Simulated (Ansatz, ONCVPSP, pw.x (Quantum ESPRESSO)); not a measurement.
# What a changed setting does to a pw.x run (diamond Mn)

Potential: optimised norm-conserving Vanderbilt (ONCV), ONCVPSP 4.0.1.1 (patched build), PBEsol; core [Ne], reference 3s2 3p6 3d5 4s2; waves: 3s+4s: rc 1.45 bohr, ncon 4, nbas 7, qcut 8 1/bohr, 2 projectors; 3p: rc 1.35 bohr, ncon 4, nbas 8, qcut 11.6 1/bohr, 2 projectors, debl 0.4 Ha; 3d: rc 1.65 bohr, ncon 3, nbas 7, qcut 8.3 1/bohr, 1 projector; local part: polynomial inside 1.00 bohr (lpopt 1, dvloc0 6 Ha); core correction: Teter function, fcfact 3.5, rcfact 1.2. In the p channel the program set the typed energies aside and used -2.002, 0.250 Ha.

The reference run (k-mesh 9³, cutoffs 90/360 Ry, Fermi–Dirac 0.01 Ry, mixing_beta 0.4, conv_thr 1e-9, no spin) gives 1.80 GPa at 14.486 Å³/atom, where all-electron LAPW gives 0.82 GPa. This run, with its own iteration cap, changes mixing_mode to TF.

```
&control
  calculation='scf', prefix='x', pseudo_dir='./', outdir='./tmp', tstress=.true., disk_io='none'
/
&system
  ibrav=0, nat=2, ntyp=1, ecutwfc=90, ecutrho=360, nbnd=24,
  occupations='smearing', smearing='fd', degauss=0.01
/
&electrons
  conv_thr=1e-09, mixing_beta=0.4, electron_maxstep=70, mixing_mode='TF'
/
ATOMIC_SPECIES
Mn 1.0 Mn.UPF
CELL_PARAMETERS angstrom
  0.00000000 2.43771442 2.43771442
  2.43771442 0.00000000 2.43771442
  2.43771442 2.43771442 0.00000000
ATOMIC_POSITIONS crystal
Mn 0.0000 0.0000 0.0000
Mn 0.2500 0.2500 0.2500
K_POINTS automatic
9 9 9 0 0 0
```

```bash
pw.x < Mn.scf.in > Mn.scf.out
```

Question: How does the run end?

Answer: It converges in 10 iterations; the free energy moves by +0.0 meV/atom and the pressure by -0.01 GPa. The result is that of the reference run.

```
Message from routine setup:
     using ibrav=0 with symmetry is DISCOURAGED, use correct ibrav instead
     lattice parameter (alat)  =       6.5147  a.u.
     unit-cell volume          =     195.5127 (a.u.)^3
     number of electrons       =        30.00
     number of Kohn-Sham states=           24
     kinetic-energy cutoff     =      90.0000  Ry
     charge density cutoff     =     360.0000  Ry
     scf convergence threshold =      1.0E-09
     Exchange-correlation= PBESOL
     number of k points=    35  Fermi-Dirac smearing, width (Ry)=  0.0100
     iteration #  1     ecut=    90.00 Ry     beta= 0.40
     total energy              =    -415.60359862 Ry
     estimated scf accuracy    <       0.07015292 Ry
     iteration #  2     ecut=    90.00 Ry     beta= 0.40
     total energy              =    -415.59161474 Ry
     estimated scf accuracy    <       0.03466853 Ry
     iteration #  3     ecut=    90.00 Ry     beta= 0.40
     total energy              =    -415.59328283 Ry
     estimated scf accuracy    <       0.00168704 Ry
     iteration #  4     ecut=    90.00 Ry     beta= 0.40
     total energy              =    -415.59334686 Ry
     estimated scf accuracy    <       0.00038317 Ry
     iteration #  5     ecut=    90.00 Ry     beta= 0.40
     total energy              =    -415.59335403 Ry
     estimated scf accuracy    <       0.00002519 Ry
     iteration #  6     ecut=    90.00 Ry     beta= 0.40
     total energy              =    -415.59335693 Ry
     estimated scf accuracy    <       0.00000734 Ry
     iteration #  7     ecut=    90.00 Ry     beta= 0.40
     total energy              =    -415.59335780 Ry
     estimated scf accuracy    <       0.00000023 Ry
     iteration #  8     ecut=    90.00 Ry     beta= 0.40
     total energy              =    -415.59335783 Ry
     estimated scf accuracy    <       0.00000022 Ry
     iteration #  9     ecut=    90.00 Ry     beta= 0.40
     total energy              =    -415.59335787 Ry
     estimated scf accuracy    <          3.8E-09 Ry
     iteration # 10     ecut=    90.00 Ry     beta= 0.40
     the Fermi energy is    13.8436 ev
!    total energy              =    -415.59335787 Ry
     estimated scf accuracy    <          8.8E-10 Ry
     smearing contrib. (-TS)   =      -0.00981528 Ry
     The total energy is F=E-TS. E is the sum of the following terms:
     one-electron contribution =    -224.87731528 Ry
     hartree contribution      =     124.27831034 Ry
     xc contribution           =     -51.87807333 Ry
     ewald contribution        =    -263.10646432 Ry
     convergence has been achieved in  10 iterations
          total   stress  (Ry/bohr**3)                   (kbar)     P=       17.91
     Message from routine punch:
     Nothing written, as per user request (disk_io='none')
```

The run took about 62 s on one core of a shared host (Neoverse-N1, 64 threads, 124 GiB, load 62).
